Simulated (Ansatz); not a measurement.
Born–Oppenheimer molecular dynamics of ClH₆NSi (9 atoms, charge 0, multiplicity 1). It starts at the highest image of a converged band. Of that band: Neighbouring images differ by up to 1.7 eV, so the band resolves the path poorly. A vibrational analysis at the climbing image gives one clearly imaginary mode, 1487i cm⁻¹: a first-order saddle point.

All numbers below come from RKS B3LYP/def2-SVP in Ansatz 0.2.0.

```yaml
ensemble: NVE (velocity Verlet)
time_step: 0.5 fs
steps_asked: 200
starting_velocities_drawn_for: 100 K
seed: 2382
```

First frame:

```xyz
9
Properties=species:S:1:pos:R:3
Si -0.461 0.618 -0.188
N 0.344 -0.924 0.583
H -1.576 0.226 -1.089
H -1.173 1.084 1.054
Cl 0.639 2.377 -0.538
H 0.652 -0.918 -0.624
H 0.609 -0.174 -1.440
H 1.193 -0.708 1.114
H -0.227 -1.579 1.129
```

Q: How far do the bonds stretch over the last three quarters of this one trajectory? (Pairs bonded in most of those frames.)

A: 
```csv
bond,mean (Å),spread (Å),shortest,longest
Si1–N2,1.735,0.054,1.64,1.82
Si1–H3,1.489,0.016,1.46,1.52
Si1–H4,1.496,0.017,1.46,1.53
Si1–Cl5,2.102,0.019,2.07,2.13
N2–H8,1.025,0.009,1.01,1.04
N2–H9,1.021,0.011,1.00,1.04
H6–H7,0.764,0.031,0.72,0.81
```

Mean temperature of the second half: 2028 K. The conserved energy stayed within 0.15 meV per atom of its start (net change -0.073 meV per atom), so the integration is sound. The kinetic energy rose, since the run started high on the potential surface and went downhill. It ends in pieces (ClH4NSi + H2), so much of that is their flight and rotation, not heat. A run of 0.1 ps of so small a system gives no equilibrium averages. The orbitals stay closed-shell, which can raise the energy where a bond breaks towards radicals; this wasn't checked here.

Run time: 6.6 min on 2 threads of Intel(R) Xeon(R) Platinum 8259CL CPU @ 2.50GHz (Skylake/Cascade Lake), with other jobs on the host, peak memory 0.2 GiB.
